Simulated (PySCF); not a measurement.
# Spin-Hamiltonian simulation

Molecule: `FC(CC)(F)F`, C$_{3}$H$_{5}$F$_{3}$.

Geometry:
```
atom   x (Å)   y (Å)   z (Å)
  C1   1.282  -0.242  -0.118
  C2   0.046   0.646  -0.031
  C3  -1.209  -0.188   0.122
  F4  -1.400  -1.027  -0.907
  F5  -2.313   0.574   0.199
  F6  -1.194  -0.944   1.231
  H7   2.171   0.374  -0.224
  H8   1.212  -0.906  -0.976
  H9   1.380  -0.845   0.782
 H10  -0.071   1.247  -0.935
 H11   0.101   1.313   0.831
```

Theory: σ from GIAO-PBE0/pcSseg-1, GFN2-xTB geometry, B3LYP/pcJ-1 coupling constants (spin–dipole term only in couplings to heteroatoms), in PySCF 2.14 (one averaged value for each set of equivalent atoms, single conformer, non-relativistic Hamiltonian, gas phase).

Referencing at the same level of theory: ¹H (31.72 ppm) against TMS.

The 8-spin Hamiltonian (Zeeman plus full scalar coupling among like nuclei) was diagonalised exactly; lines are Lorentzian, 0.5 Hz wide, and the maxima above 3 % are listed with the tallest set to 100.

Peak list at 600 MHz for the spins F4/F5/F6/H7/H8/H9/H10/H11:
```json
{"Hz": "1265.2", "ppm": "2.109", "height": "9"}
{"Hz": "1264.7", "ppm": "2.108", "height": "9"}
{"Hz": "1256.5", "ppm": "2.094", "height": "25"}
{"Hz": "1248.4", "ppm": "2.081", "height": "28"}
{"Hz": "1247.8", "ppm": "2.080", "height": "27"}
{"Hz": "1239.7", "ppm": "2.066", "height": "25"}
{"Hz": "1231.6", "ppm": "2.053", "height": "9"}
{"Hz": "1231.0", "ppm": "2.052", "height": "9"}
{"Hz": "746.1", "ppm": "1.243", "height": "51"}
{"Hz": "738.0", "ppm": "1.230", "height": "100"}
{"Hz": "729.9", "ppm": "1.216", "height": "47"}
```

Task: Extract the chemical shifts and coupling constants behind this pattern (give the signs of the calculation).

Result: 
Shifts (ppm): F4/F5/F6 -88.3, H7/H8/H9 1.23, H10/H11 2.08.
Couplings (Hz): F4–F5, F4–F6, F5–F6: 69.2; F4–H7, F4–H8, F4–H9, F5–H7, F5–H8, F5–H9 …: 0.2; F4–H10, F4–H11, F5–H10, F5–H11, F6–H10, F6–H11: 8.7; H7–H8, H7–H9, H8–H9: -13.9; H7–H10, H7–H11, H8–H10, H8–H11, H9–H10, H9–H11: 8.1; H10–H11: -14.2.
These are the parameters used. A line list fixes at most the relative signs, and those only where coupling is strong; other parameter sets or atom labellings may fit too, and couplings well below the line width leave little trace. Couplings within a CH3 group never show.

Unscaled 3J(H,H) at this level run about 10 % above measured values.
